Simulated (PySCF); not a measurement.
Species: C2H6OS.
Numbering: `[CH3:1][S:2]([CH3:3])=[O:4]` (hydrogens: H5, H6, H7 on C1; H8, H9, H10 on C3)

The same species was optimised twice, with GFN2-xTB and with PBE0-D3(BJ)/def2-SVP (PySCF), and the same property calculations (PySCF, gas phase) were run on both structures.

| coordinate | GFN2-xTB | PBE0-D3(BJ)/def2-SVP | change |
| --- | --- | --- | --- |
| S2=O4 (Å) | 1.461 | 1.500 | +0.039 |
| S2–C3 (Å) | 1.851 | 1.815 | -0.036 |
| C1–S2 (Å) | 1.851 | 1.815 | -0.036 |
| C1–H6 (Å) | 1.084 | 1.100 | +0.016 |
| C3–H10 (Å) | 1.084 | 1.099 | +0.015 |
| C1–H7 (Å) | 1.084 | 1.100 | +0.016 |
| C3–H8 (Å) | 1.084 | 1.100 | +0.016 |
| C1–H5 (Å) | 1.085 | 1.098 | +0.013 |
| C3–H9 (Å) | 1.085 | 1.098 | +0.013 |
| S2–C3–H10 (°) | 108.6 | 111.0 | +2.4 |
| S2–C1–H6 (°) | 108.6 | 110.9 | +2.3 |
| C1–S2–C3 (°) | 94.6 | 96.6 | +2.0 |
| S2–C3–H9 (°) | 107.6 | 105.9 | -1.7 |
| S2–C1–H5 (°) | 107.7 | 106.1 | -1.6 |
| S2–C1–H7 (°) | 109.6 | 108.3 | -1.3 |
| S2–C3–H8 (°) | 109.5 | 108.4 | -1.1 |
| H8–C3–H10 (°) | 111.3 | 111.7 | +0.4 |

Rotational constants: A = 6905, B = 6742, C = 4154 MHz (GFN2-xTB) against A = 6960, B = 6791, C = 4176 MHz (PBE0-D3(BJ)/def2-SVP). Point groups within 0.08 Å: Cs and Cs. Atoms that the bonding makes alike are paired by their places after alignment.

On the GFN2-xTB structure: HOMO (eV) -6.63 [PBE0/pcSseg-1]; LUMO (eV) 0.93 [PBE0/pcSseg-1]; dipole (D) 3.77 [PBE0/pcSseg-1]; GIAO shielding of C1/C3 (mean) (ppm) 139.0 [PBE0/pcSseg-1]; GIAO shielding of S2 (ppm) 197.8 [PBE0/pcSseg-1]; GIAO shielding of O4 (ppm) 274.9 [PBE0/pcSseg-1].

**Question.** What do these properties become on the PBE0-D3(BJ)/def2-SVP structure?

**Answer.** 
```csv
property,level,on GFN2-xTB,on PBE0-D3(BJ)/def2-SVP,change
HOMO (eV),PBE0/pcSseg-1,-6.63,-6.56,+0.07
LUMO (eV),PBE0/pcSseg-1,0.93,1.10,+0.17
dipole (D),PBE0/pcSseg-1,3.77,4.05,+0.28
"energy, GFN2-xTB geometry as zero (kcal/mol)",PBE0/pcSseg-1,0.0,-2.2,-2.2
GIAO shielding of C1/C3 (mean) (ppm),PBE0/pcSseg-1,139.0,140.0,+1.0
GIAO shielding of S2 (ppm),PBE0/pcSseg-1,197.8,214.9,+17.1
GIAO shielding of O4 (ppm),PBE0/pcSseg-1,274.9,265.4,-9.5
```

The heavy atoms differ by 0.022 Å rms after alignment (one structure mirrored). Among all bonds S2=O4 changes most (+0.039 Å). Changes are differences of the printed values. Neither structure is proved a minimum here.
